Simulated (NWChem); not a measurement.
# AlH2O (SMILES [O][AlH2]) at UPBE0/jorge-TZP

Aim: the vertical ionisation energy of AlH2O at UPBE0/jorge-TZP, from 2 runs. 

The results are computed with NWChem 7.3.0.

## 1. The structure to begin with

AlH2O has 4 atoms, charge 0, and is taken as a doublet. As SMILES, `[O][AlH2]`. Geometry: relaxed at PBE0-D4/def2-TZVP.

Bond lengths: O1–Al2 1.727 Å, Al2–H3 1.578 Å, Al2–H4 1.578 Å. Angles: O1–Al2–H3 115.8°, O1–Al2–H4 115.8°, H3–Al2–H4 128.3°.

## 2. A single-point energy at UPBE0/jorge-TZP

Input file alh2o.nw:

```
start alh2o
title "AlH2O PBE0"
memory 2200 mb
geometry noautosym nocenter noautoz
  O      0.062600    -0.856300     1.401400
  Al     0.011300     0.029900    -0.080400
  H     -1.149600    -0.360800    -1.076000
  H      1.131100     1.126800    -0.265300
end
basis spherical bse
  * library jorge-TZP
end
dft
  xc pbe0
  mult 2
  grid fine
  convergence energy 1e-08
  iterations 100
  mulliken
  print low
end
task dft
```

On the command line:

```bash
$ nwchem alh2o.nw > alh2o.out
```

The program printed:

```text
[...]
 d= 0,ls=0.0,diis     1   -318.2967855265 -3.62D+02  3.91D-02  6.20D-01     1.4
[...]
 d= 0,ls=0.0,diis    13   -318.6331173069 -8.57D-10  7.89D-08  7.80D-11    14.9
[...]
         Total DFT energy =     -318.633117306926
      One electron energy =     -529.105182956062
           Coulomb energy =      194.436524230929
    Exchange-Corr. energy =      -27.749592724789
 Nuclear repulsion energy =       43.785134142996
[...]
      Total Density - Mulliken Population Analysis
     ---------------------------------------------
    Atom       Charge   Shell Charges
 -----------   ------   -------------------------------------------------------
    1 O    8     8.35   0.58  1.38  0.15  0.99  0.79  1.78  1.72  0.96  0.00  0.01  0.00
    2 Al  13    12.46   0.24  0.59  0.84  0.30  1.71  0.26  0.65  0.41  4.95  0.96  0.54  0.61  0.10  0.15  0.09  0.05
    3 H    1     1.10   0.23  0.55  0.32  0.00  0.00  0.00
    4 H    1     1.10   0.23  0.55  0.32  0.00  0.00  0.00
[...]
      <S2> =      0.7547 (Exact =     0.7500)
[...]
```

Run time: 16 s. Hardware: 1 thread of Intel Xeon 6975P-C (Granite Rapids), shared host; peak memory 0.11 GiB.

## 3. The singlet cation at the same level

Input file alh2o.nw:

```
start alh2o
memory total 2200 mb
charge 1

geometry units angstroms noautosym nocenter noautoz
   O        0.062600      -0.856300       1.401400
   Al       0.011300       0.029900      -0.080400
   H       -1.149600      -0.360800      -1.076000
   H        1.131100       1.126800      -0.265300
end

basis spherical bse
   * library jorge-TZP
end

dft
   xc pbe0
   grid fine
   convergence energy 1e-08
   maxiter 100
   mulliken
   print low
end

task dft energy
```

On the command line:

```bash
$ nwchem alh2o.nw > alh2o.out
```

The program printed:

```text
[...]
 d= 0,ls=0.0,diis     1   -317.2914772498 -3.61D+02  4.89D-02  7.66D+00     1.0
[...]
 d= 0,ls=0.0,diis    14   -318.1762679194 -2.21D-11  4.62D-08  2.49D-10    11.2
         Total DFT energy =     -318.176267919442
      One electron energy =     -522.329917556195
           Coulomb energy =      187.713773702917
    Exchange-Corr. energy =      -27.345258209161
 Nuclear repulsion energy =       43.785134142996
[...]
      Total Density - Mulliken Population Analysis
     ---------------------------------------------
    Atom       Charge   Shell Charges
 -----------   ------   -------------------------------------------------------
    1 O    8     8.06   0.58  1.38  0.16  1.03  0.77  1.72  1.65  0.75  0.00  0.01  0.00
    2 Al  13    12.21   0.24  0.59  0.84  0.30  1.71  0.26  0.71  0.34  4.95  0.96  0.54  0.54  0.02  0.12  0.04  0.04
    3 H    1     0.86   0.19  0.51  0.15  0.01  0.01  0.00
    4 H    1     0.86   0.19  0.51  0.15  0.01  0.01  0.00
[...]
```

It took 12 s on 1 thread of Intel Xeon 6975P-C (Granite Rapids), shared host; peak memory 0.12 GiB.

## 4. Outcome

Level: UPBE0/jorge-TZP.

| quantity | value |
| --- | --- |
| doublet AlH2O: total energy | -318.63312 Eh |
| doublet AlH2O: ⟨S²⟩ | 0.755 |
| singlet cation: total energy | -318.17627 Eh |
| vertical ionisation energy (to the singlet cation) | 12.432 eV |

The vertical ionisation energy comes to 12.43 eV (1199 kJ/mol). Only the singlet of the ionised species was computed; a triplet could lie lower. Mulliken charges (doublet AlH2O) run from -0.35 on O1 to +0.54 on Al2; they depend strongly on the basis. Mulliken charges (singlet cation) run from -0.06 on O1 to +0.79 on Al2.
